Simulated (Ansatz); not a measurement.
Rock-salt MgS, treated with B3LYP (VWN-RPA form) (Ansatz, a quantum-chemistry and plane-wave program, PAW).

Settings: plane-wave cutoff 460 eV, 8×8×8 k mesh, Fermi–Dirac smearing 0.01 eV, scalar-relativistic PAW data made under PBE.

Cell (relaxed at this level):

```yaml
crystal:
  lattice:
    - [0.00000, 2.62231, 2.62231]
    - [2.62231, 0.00000, 2.62231]
    - [2.62231, 2.62231, 0.00000]
  atoms:
    - { symbol: Mg, position: [0.00000, 0.00000, 0.00000] }
    - { symbol: S, position: [0.50000, 0.50000, 0.50000] }
```

Q: Predict the width of the whole s-p valence band, bulk modulus B0, smallest direct gap on the k points sampled and pressure derivative B′ of the bulk modulus.

A: 
- width of the whole s-p valence band = 13.56 eV
- bulk modulus B0 = 74.7 GPa
- smallest direct gap on the k points sampled = 5.11 eV
- pressure derivative B′ of the bulk modulus = 4.1

Measured, for comparison: bulk modulus 81 GPa (corrected for zero-point motion; as tabulated in Goldzak et al. (2022), arXiv:2208.04865). Computed (rounded) less measured: bulk modulus -8 %.

The computed numbers hold no vibrational or temperature effects.

Computing time: roughly 9 core-minutes.
